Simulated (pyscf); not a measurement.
•H₂Si–Cl (SMILES [SiH2]Cl) + NH₃ (SMILES N) → H₂N–SiH•–Cl (SMILES N[SiH]Cl) + H₂ (SMILES [H][H]), a four-centre exchange (doublet surface; H–Si, H–N broken, N–Si, H–H formed). Structures and frequencies: ωB97X-D3(BJ)/def2-SVP in PySCF. Energies in kcal/mol from the separated reactants.

AM1 to PM7: differences of heats of formation from MOPAC, which are fitted to 298 K values and so differ in kind from electronic energies by zero-point and thermal terms. Open shells are spin-unrestricted. 

Question: In single points PM3 puts the saddle at 19.4 kcal/mol and the reaction energy at -38.2 kcal/mol. Should these be trusted to within a few kcal/mol? Compare with ωB97M-D3(BJ)/def2-TZVP.

Answer: ωB97M-D3(BJ)/def2-TZVP gives ΔE‡ = 29.6 kcal/mol and ΔE = -9.3 kcal/mol. PM3 lies 10.2 kcal/mol under it in the barrier and 28.9 kcal/mol under it in the reaction energy, so on this step it does not hold to within 3.0 kcal/mol. ωB97M-D3(BJ)/def2-TZVP has limits of its own. At the saddle there is also a short H–Si contact that neither side keeps. The same reactants have a lower exit, to H₂N–SiH₂• + HCl (barrier +12.9 kcal/mol at ωB97M-D3(BJ)/def2-TZVP, against +29.6 kcal/mol here). This is the saddle that the search found; another between the same sides may lie lower.
